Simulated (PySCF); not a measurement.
Na2, SMILES [Na][Na]. Atoms are numbered in the order given.

```xyz
2

Na     0.0000     0.0000    -1.5471
Na     0.0000     0.0000     1.5471
```
Charge 0, spin multiplicity 1.

Geometry: PBE-D3(BJ)/def2-TZVPD.

Method: TDA-PBE0/def2-TZVPD in PySCF 2.14.0.

Vertical excitations; the highest root listed may be one member of a degenerate set.  State labels are in the subgroup D2h.

Computed lowest excited states:
| state | symmetry | energy (eV) | λ (nm) | f | main pairs |
|---|---|---|---|---|---|
| S1 | B1u | 2.23 | 557 | 0.948 | HOMO→LUMO 95 % |
| S2 | B3u | 2.64 | 469 | 0.674 | HOMO→LUMO+2 (degenerate set) |
| S3 | B2u | 2.64 | 469 | 0.674 | HOMO→LUMO+1 (degenerate set) |
| S4 | Ag | 2.89 | 429 | 0.000 | HOMO→LUMO+3 94 % |
| S5 | B2g | 3.07 | 403 | 0.000 | HOMO→LUMO+4 (degenerate set) |
| S6 | B3g | 3.07 | 403 | 0.000 | HOMO→LUMO+5 (degenerate set) |
| S7 | B1u | 3.57 | 347 | 0.106 | HOMO→LUMO+6 97 % |
| S8 | B3u | 3.89 | 319 | 0.164 | HOMO→LUMO+8 (degenerate set) |
| S9 | B2u | 3.89 | 319 | 0.164 | HOMO→LUMO+7 (degenerate set) |
| S10 | Ag | 3.91 | 317 | 0.000 | HOMO→LUMO+9 60 %, HOMO→LUMO+10 34 % |
| T1 | B1u | 0.90 | 1376 | 0 | HOMO→LUMO 99 % |
| T2 | B3u | 1.55 | 801 | 0 | HOMO→LUMO+2 (degenerate set) |
| T3 | B2u | 1.55 | 801 | 0 | HOMO→LUMO+1 (degenerate set) |
| T4 | Ag | 2.21 | 562 | 0 | HOMO→LUMO+3 92 % |
Triplets are in the Tamm–Dancoff approximation.
